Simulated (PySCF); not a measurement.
Isomers of C4H5P. The calculation used TDDFT CAM-B3LYP/def2-SVPD, vertical, gas phase, core orbitals frozen in the response (PySCF 2.14.0, density-fitted response routines). Geometries: GFN2-xTB; one conformer of each isolated species. Triplets are in the Tamm–Dancoff approximation.

A. `C#CCP=C`
B. `C=C(C)C#P`
C. `P#CC1CC1`

Lowest singlet levels (six at most, fewer where fewer were computed) with oscillator strengths:

1. 4.01 eV (f 0.000); 4.48 eV (f 0.008); 4.62 eV (f 0.000); 6.81 eV (f 0.054); 7.06 eV (f 1.057); 7.21 eV (f 0.020); T1 3.22 eV
2. 4.77 eV (f 0.010); 5.76 eV (f 0.148); 6.06 eV (f 0.003); 6.27 eV (f 0.004); 6.55 eV (f 0.000); 6.80 eV (f 0.003); T1 2.97 eV
3. 3.86 eV (f 0.000); 4.18 eV (f 0.088 summed over 2 states); 6.17 eV (f 0.617); 6.51 eV (f 0.004); 6.76 eV (f 0.025); 6.95 eV (f 0.000); T1 2.51 eV

Question: Which spectrum belongs to which structure?

Answer: 1 = C, 2 = A, 3 = B.
- A: S1 at 4.77 eV, HOMO→LUMO (88%), HOMO-3→LUMO (11%); Löwdin shares by element: HOMO carbon 50% or more, phosphorus 38%; LUMO phosphorus 46%, carbon 43% or more; HOMO -8.74 and LUMO -0.38 eV; point group Cs, 1 of its 6 listed states under f = 0.0005.
- B: S1 at 3.86 eV, HOMO-1→LUMO (68%), HOMO→LUMO+1 (28%); Löwdin shares by element: HOMO carbon 64% or more, phosphorus 30%; LUMO carbon 54% or more, phosphorus 37%; HOMO -8.01 and LUMO -0.79 eV.
- C: S1 at 4.01 eV, HOMO→LUMO (88%); Löwdin shares by element: HOMO carbon 52% or more, phosphorus 39%; LUMO phosphorus 51%, carbon 38% or more, hydrogen 4% or more; HOMO -8.17 and LUMO 0.11 eV; point group Cs, 2 of its 6 listed states under f = 0.0005.
B and C have S1 within 0.15 eV of each other; their strongest listed levels stand at 6.17 eV (f 0.617) and 7.06 eV (f 1.057).
